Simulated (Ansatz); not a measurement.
**CH2F2NP: one species, many methods**

An exercise on one series of results from a longer session: the logs are not shown, and one member is left open.

Computed with Ansatz 0.2.0, Gaussian basis. Level: functionals in def2-TZVPP, the program's frozen cores in correlated methods.

Plan: LDA (SPW92), PBE-D4, revPBE-D4, BLYP-D4, r2SCAN-D4, B97M-V, PBE0-D4, B3LYP-D4, r2SCANh-D4, r2SCAN0-D4, HSE06-D4, BHLYP-D4, CAM-B3LYP-D4, LC-ωPBE, ωB97X-V, ωB97M-V, B2PLYP, PBE-QIDH; CCSD(T)/def2-SVP; CCSD(T)/def2-TZVPP; MP2/def2-QZVPP; extrapolation to the limit; RPA on PBE.

### The geometry

An earlier PBE0-D4 in a triple-zeta def2 set relaxation fixed the geometry.

SMILES `FC(F)=NP`, 7 atoms, charge 0, spin multiplicity 1.

Atoms are counted from 1 here; the program's logs count them from 0.

Bond lengths: F1–C2 1.322 Å, C2–F3 1.309 Å, C2–N4 1.230 Å, N4–P5 1.711 Å, P5–H6 1.425 Å, P5–H7 1.417 Å. Angles: F1–C2–F3 108.1°, F1–C2–N4 127.8°, F3–C2–N4 124.1°, C2–N4–P5 126.2°, N4–P5–H6 101.3°, N4–P5–H7 96.2°, H6–P5–H7 93.7°.

Geometry (Å):

```
atom    x (Å)    y (Å)    z (Å)
  F1   1.3459  -0.4631   1.1443
  C2   0.2855  -1.0020   0.5678
  F3   0.0704  -2.1688   1.1215
  N4  -0.4073  -0.5255  -0.3295
  P5  -0.0892   0.9174  -1.1923
  H6   0.2852   1.7975  -0.1360
  H7  -1.4293   1.3765  -1.2215
```

The first run:

Input file in.yaml:

```yaml
crystal:
  periodic: [false, false, false]
  atoms:
    - {symbol: F, position_ang: [1.345891, -0.463097, 1.144312]}
    - {symbol: C, position_ang: [0.285514, -1.001967, 0.567762]}
    - {symbol: F, position_ang: [0.070351, -2.168827, 1.121497]}
    - {symbol: N, position_ang: [-0.407322, -0.525535, -0.329451]}
    - {symbol: P, position_ang: [-0.089164, 0.917438, -1.192273]}
    - {symbol: H, position_ang: [0.285218, 1.797500, -0.136035]}
    - {symbol: H, position_ang: [-1.429289, 1.376487, -1.221512]}
basis:
  gaussian: {orbitals: def2-TZVPP}
hamiltonian: {xc: lda}
output: {orbitals: {seedname: orbitals}}
```

The run is started by

```bash
ansatz run in.yaml --threads 2 --pin off --events-out ev --progress --plain --max-ram 4352MiB
```

Steps of the session up to this table: LDA; PBE-D4 (GGA); revPBE-D4 (GGA); BLYP-D4 (GGA); r2SCAN-D4 (meta-GGA); B97M-V (meta-GGA); B3LYP-D4 (hybrid); r2SCANh-D4 (hybrid); r2SCAN0-D4 (hybrid); HSE06-D4 (hybrid); BHLYP-D4 (hybrid); CAM-B3LYP-D4 (range-separated); LC-ωPBE (range-separated); ωB97X-V (range-separated); ωB97M-V (range-separated); B2PLYP (double hybrid); PBE-QIDH (double hybrid).

One of the session's tables, all rows but one given; the rest of the session is left out.

It belongs to the step «Orbital energies across the functionals». 

```
  functional  HOMO (eV)  gap (eV)
 LDA (SPW92)      -6.52      4.94
      PBE-D4      -6.38      5.06
   revPBE-D4      -6.32      5.10
     BLYP-D4      -6.27      5.05
   r2SCAN-D4      -6.60      5.51
      B97M-V      -6.68      5.67
     PBE0-D4          ?         ?
    B3LYP-D4      -7.37      6.79
  r2SCANh-D4      -7.04      6.32
  r2SCAN0-D4      -7.70      7.53
    HSE06-D4      -7.16      6.46
    BHLYP-D4      -8.64      9.37
CAM-B3LYP-D4      -8.89      9.68
     LC-ωPBE     -10.20     12.24
     ωB97X-V      -9.84     11.78
     ωB97M-V      -9.70     11.45
```

**Question.** Estimate the row for PBE0-D4.

As computed: HOMO (eV): -7.56; gap (eV): 7.24. In the column «HOMO (eV)» it lies between r2SCAN0-D4 (-7.70) and B3LYP-D4 (-7.37).
